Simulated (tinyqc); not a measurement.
Inside a calculation. Method: geometry optimisation on the RHF/sto-3g surface (energies and gradients from PySCF), for H2O, spin multiplicity 1. One step of it, computed by the program tinyqc.

Task: Step 3: move. Quasi-Newton step p = -H^(-1) g (the inverse Hessian comes from BFGS updates; coordinates in the order x, y, z of each atom); steps longer than 0.5 bohr are cut back.

positions after step 2 (bohr):
```
,x,y,z
1O,-0.045292,0.023217,-0.041948
2H,-0.013907,1.458864,1.131777
3H,-0.006941,-1.400823,1.183511
```

gradient (hartree/bohr):
```
,x,y,z
1O,0.00003392,0.01297611,0.00201891
2H,-0.00017100,-0.00817311,-0.00641815
3H,0.00013709,-0.00480300,0.00439924
```

inverse Hessian in use (bohr^2/hartree), lower triangle:
```
,1,2,3,4,5,6,7,8,9
1,1.666833
2,0.009660,1.490346
3,0.006366,0.320654,1.906669
4,-0.000250,-0.003066,-0.008808,1.666863
5,0.018104,0.218507,0.637003,-0.013392,2.274870
6,-0.007418,-0.091105,-0.261101,0.005868,-0.420647,1.840854
7,0.000084,-0.006594,0.002443,0.000054,-0.004712,0.001550,1.666529
8,-0.027764,-0.042186,-0.957658,0.016459,-0.826710,0.511751,0.011306,2.535564
9,0.001052,-0.229550,0.021099,0.002940,-0.216357,0.086914,-0.003992,0.445906,1.558654
```

Give: positions after step 3.

Result:

positions after step 3 (bohr):
```
,x,y,z
1O,-0.0455,0.0052,-0.0511
2H,-0.0136,1.4676,1.1439
3H,-0.0070,-1.3916,1.1805
```
